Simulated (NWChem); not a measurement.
Species: SiH$_{2}$ cation, doublet; SMILES of the neutral closed-shell parent [SiH2]

```xyz
3

Si     0.0000     0.0000     0.1781
H      1.2890     0.0000    -0.5704
H     -1.2890     0.0000    -0.5704
```
Atoms are numbered in this order, from 1.

Results from NWChem. Pople sets run with spherical d functions. Spin-unrestricted. In the optimisation the excess spin sits in a1 (C2v, its own frame). Coordinates come from a PBE0-D3(BJ)/def2-TZVP, spin-unrestricted optimisation. The spin multiplicity was typed, not searched, and may not be the lowest. No stability test was run on the SCF state. Atomic charges in e: unrestrained fits to the electrostatic potential beside Mulliken populations; the two definitions need not agree.

### Question
What does the run give for UHF/6-31G*? Quantities: ESP Si1; Mulliken Si1; relative RMS misfit of the potential (%).

### Answer
| Quantity | Value |
|---|---|
| ESP Si1 | 0.98 |
| Mulliken Si1 | 0.93 |
| relative RMS misfit of the potential (%) | 4 |
